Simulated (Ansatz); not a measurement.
This geometry of CH3 + H4Si (9 atoms, charge 0, multiplicity 2) is a first-order saddle point.

These are results of UKS revPBE-D4/def2-mTZVP (Ansatz 0.2.0), not measurements.

```xyz
9
Properties=species:S:1:pos:R:3
H -0.040 -0.007 -0.021
Si 1.355 0.226 0.699
C -1.563 -0.261 -0.806
H 1.346 1.549 1.407
H 1.599 -0.866 1.698
H 2.458 0.219 -0.319
H -1.532 -1.346 -0.904
H -1.397 0.330 -1.708
H -2.225 0.157 -0.047
```

Question: Which two structures does it join? (They come from a converged band through this point; their orientation in space is the band's.)

Answer: Bonds broken: H1–Si2. Bonds formed: H1–C3. CH3 + H4Si becomes CH4 + H3Si.

Image 0:

```xyz
9
Properties=species:S:1:pos:R:3
H 0.425 0.063 0.235
Si 1.746 0.289 0.903
C -2.185 -0.362 -1.130
H 1.739 1.617 1.597
H 1.995 -0.793 1.908
H 2.838 0.273 -0.122
H -1.996 -1.433 -1.163
H -1.860 0.273 -1.951
H -2.703 0.073 -0.277
```

Image 10:

```xyz
9
Properties=species:S:1:pos:R:3
H -0.894 -0.159 -0.461
Si 2.023 0.332 1.043
C -1.862 -0.310 -0.960
H 1.957 1.669 1.719
H 2.235 -0.765 2.043
H 3.092 0.314 -0.008
H -2.007 -1.380 -1.158
H -1.875 0.244 -1.908
H -2.669 0.055 -0.311
```

Question: How far does it lie above each of them?

Answer: 11.9 kJ/mol above the first and 92.8 kJ/mol above the second. This is the barrier of this one path; another mechanism may lie lower.

Run time: 4 min on 2 threads of Arm Neoverse V1 (shared host), peak memory 0.13 GiB.
